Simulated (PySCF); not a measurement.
Stepwise substitution at one centre (Al F-NH2). All species are isolated molecules in the gas phase. Strings in code marks are SMILES.

The numbers are results of B3LYP-D3(BJ)/def2-TZVP run with PySCF, not measurements. All candidates: neutral, multiplicity 1. B3LYP has the VWN-RPA correlation part, as in Gaussian. Delta-SCF ions had no search for a lower state. Excitations are Tamm–Dancoff values on a coarser integration grid. The basis has no diffuse functions, so Rydberg states are missing or too high.

| Item | Result |
|---|---|
| brightest of the four lowest singlets (TDA) | 6.42 eV |
| vertical ionisation energy (Delta-SCF) | 8.72 eV |
| HOMO | -6.45 eV |

Task: Which member has these values?
A. `[NH2][Al]([NH2])[F]`
B. `[NH2][Al]([NH2])[NH2]`
C. `[F][Al]([F])[F]`
D. `[NH2][Al]([F])[F]`

Result: B, `[NH2][Al]([NH2])[NH2]`. The others give `[F][Al]([F])[F]`: 8.91 eV, 14.32 eV, -11.41 eV; `[NH2][Al]([F])[F]`: 7.55 eV, 10.78 eV, -7.78 eV; `[NH2][Al]([NH2])[F]`: 6.14 eV, 9.36 eV, -6.93 eV
